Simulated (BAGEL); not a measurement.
**SiH3S (SMILES [SiH2]S) at UHF/STO-3G (density fitting with qzvpp-jkfit)**

What is the vertical doublet–quartet gap of SiH3S at UHF/STO-3G (density fitting with qzvpp-jkfit)? 

Program for the calculation: BAGEL 1.2.2.

6 further runs of the same task are left out: 4 that didn't finish, 2 set aside as unsound or not needed.

**1. Starting point**

SiH3S has 5 atoms, charge 0, and is taken as a doublet. As SMILES, `[SiH2]S`. The coordinates come from a PBE0-D4/def2-TZVP relaxation. This is one conformer, not always the lowest.

Bond lengths: Si1–S2 2.132 Å, Si1–H3 1.492 Å, Si1–H4 1.488 Å, S2–H5 1.344 Å. Angles: Si1–S2–H5 94.7°, S2–Si1–H3 111.4°, S2–Si1–H4 105.0°, H3–Si1–H4 110.5°.

**2. The energy at UHF/STO-3G (density fitting with qzvpp-jkfit)**

The input, job.json:

```json
{ "bagel" : [

{
  "title" : "molecule",
  "basis" : "sto-3g",
  "df_basis" : "qzvpp-jkfit",
  "angstrom" : true,
  "geometry" : [
    { "atom" : "Si", "xyz" : [      -0.096300,      -0.694000,      -0.309300 ] },
    { "atom" : "S", "xyz" : [       0.273100,       1.406000,      -0.294500 ] },
    { "atom" : "H", "xyz" : [      -0.094500,      -1.256800,       1.073000 ] },
    { "atom" : "H", "xyz" : [      -1.440300,      -0.843200,      -0.929900 ] },
    { "atom" : "H", "xyz" : [       1.407800,       1.314300,       0.419300 ] }
  ]
},

{ "title" : "uhf", "nopen" : 1 },

{ "title" : "print", "file" : "orbitals.molden", "orbitals" : true }

]}
```

Started as:

```
$ BAGEL_NUM_THREADS=1 BAGEL job.json > job.out
```

Standard output:

```text
* using 1 threads per process

  ===============================================================
  ===============================================================

  *** Geometry ***

  { "atom" : "Si", "xyz" : [     -0.181981,     -1.311470,     -0.584492 ] },
  { "atom" : "S", "xyz" : [      0.516084,      2.656955,     -0.556524 ] },
  { "atom" : "H", "xyz" : [     -0.178579,     -2.375008,      2.027676 ] },
  { "atom" : "H", "xyz" : [     -2.721773,     -1.593417,     -1.757256 ] },
  { "atom" : "H", "xyz" : [      2.660356,      2.483667,      0.792362 ] },

  Number of auxiliary basis functions:      310

  Since a DF basis is specified, we compute 2- and 3-index integrals:
    o Being stored without compression. Storage requirement is 0.001 GB

  Number of basis functions:       21
  Number of electrons      :       33

    * METHOD: MOLECULE                             0.08

  *** Open-shell HF ***

  === Nuclear Repulsion ===
    80.9278954142

      * DIIS with orbital gradients will be used.

  === UHF iteration (sto-3g) ===
      0       -680.44505788          0.02193540           0.01
      1       -680.47573008          0.00482523           0.01
      2       -680.47870581          0.00202830           0.01
      3       -680.47939979          0.00087780           0.01
      4       -680.47967021          0.00018394           0.01
      5       -680.47971780          0.00005124           0.01
      6       -680.47972669          0.00002372           0.01
      7       -680.47972940          0.00000978           0.01
      8       -680.47972980          0.00000227           0.01
      9       -680.47972982          0.00000050           0.01
     10       -680.47972982          0.00000021           0.01
     11       -680.47972982          0.00000008           0.01
     12       -680.47972982          0.00000002           0.01
     13       -680.47972982          0.00000001           0.01
    * SCF iteration converged.

    * S^2 (UHF) is 0.7526

    * Permanent dipole moment:
           (   -0.337314,     0.527434,    -0.021143) a.u.

    * METHOD: UHF                                  0.22

    * METHOD: PRINT                                0.00

  ===============================================================
```

Wall time 1.3 s (1 thread of Intel Xeon 6975P-C (Granite Rapids), shared host); peak memory 0.079 GiB.

**3. The quartet at the same level**

The input, input.json:

```json
{ "bagel" : [

{
  "title" : "molecule",
  "basis" : "sto-3g",
  "df_basis" : "qzvpp-jkfit",
  "angstrom" : true,
  "geometry" : [
    { "atom" : "Si", "xyz" : [   -0.096300,   -0.694000,   -0.309300 ] },
    { "atom" : "S", "xyz" : [    0.273100,    1.406000,   -0.294500 ] },
    { "atom" : "H", "xyz" : [   -0.094500,   -1.256800,    1.073000 ] },
    { "atom" : "H", "xyz" : [   -1.440300,   -0.843200,   -0.929900 ] },
    { "atom" : "H", "xyz" : [    1.407800,    1.314300,    0.419300 ] }
  ]
},
{ "title" : "uhf", "nopen" : 3 },
{ "title" : "print", "file" : "orbitals.molden", "orbitals" : true }

]}
```

Started as:

```
$ BAGEL_NUM_THREADS=1 BAGEL input.json > input.out
```

Standard output:

```text
* using 1 threads per process

  ===============================================================
  ===============================================================

  *** Geometry ***

  { "atom" : "Si", "xyz" : [     -0.181981,     -1.311470,     -0.584492 ] },
  { "atom" : "S", "xyz" : [      0.516084,      2.656955,     -0.556524 ] },
  { "atom" : "H", "xyz" : [     -0.178579,     -2.375008,      2.027676 ] },
  { "atom" : "H", "xyz" : [     -2.721773,     -1.593417,     -1.757256 ] },
  { "atom" : "H", "xyz" : [      2.660356,      2.483667,      0.792362 ] },

  Number of auxiliary basis functions:      310

  Since a DF basis is specified, we compute 2- and 3-index integrals:
    o Being stored without compression. Storage requirement is 0.001 GB

  Number of basis functions:       21
  Number of electrons      :       33

    * METHOD: MOLECULE                             0.04

  *** Open-shell HF ***

  === Nuclear Repulsion ===
    80.9278954142

      * DIIS with orbital gradients will be used.

  === UHF iteration (sto-3g) ===
      0       -680.16094403          0.01155551           0.01
      1       -680.18067018          0.00460022           0.01
      2       -680.18592076          0.00255722           0.01
      3       -680.19045288          0.00136488           0.01
      4       -680.19417234          0.00075627           0.01
      5       -680.19600076          0.00033801           0.01
      6       -680.19634204          0.00032667           0.01
      7       -680.19648174          0.00015082           0.01
      8       -680.19649113          0.00003323           0.01
      9       -680.19649276          0.00001978           0.01
     10       -680.19649329          0.00000549           0.01
     11       -680.19649334          0.00000142           0.01
     12       -680.19649334          0.00000058           0.01
     13       -680.19649334          0.00000030           0.01
     14       -680.19649334          0.00000010           0.01
     15       -680.19649334          0.00000004           0.01
     16       -680.19649334          0.00000003           0.01
     17       -680.19649334          0.00000002           0.01
     18       -680.19649334          0.00000001           0.01
    * SCF iteration converged.

    * S^2 (UHF) is 3.7628

    * Permanent dipole moment:
           (   -0.831560,    -0.966232,     0.108954) a.u.

    * METHOD: UHF                                  0.18

    * METHOD: PRINT                                0.00

  ===============================================================
```

Wall time 1.2 s (1 thread of Intel Xeon 6975P-C (Granite Rapids), shared host); peak memory 0.079 GiB.

**4. Outcome**

Level: UHF/STO-3G (density fitting with qzvpp-jkfit).

```
                                        quantity          value
                           doublet: total energy  -680.47973 Eh
                          doublet: dipole moment         1.59 D
                                   doublet: ⟨S²⟩          0.753
                           quartet: total energy  -680.19649 Eh
                          quartet: dipole moment         3.25 D
                                   quartet: ⟨S²⟩          3.763
vertical energy of the quartet above the doublet       7.707 eV
```

At this shape the quartet lies 7.71 eV (744 kJ/mol) above the doublet. In a minimal basis such a difference can be off by several eV, whatever the method.
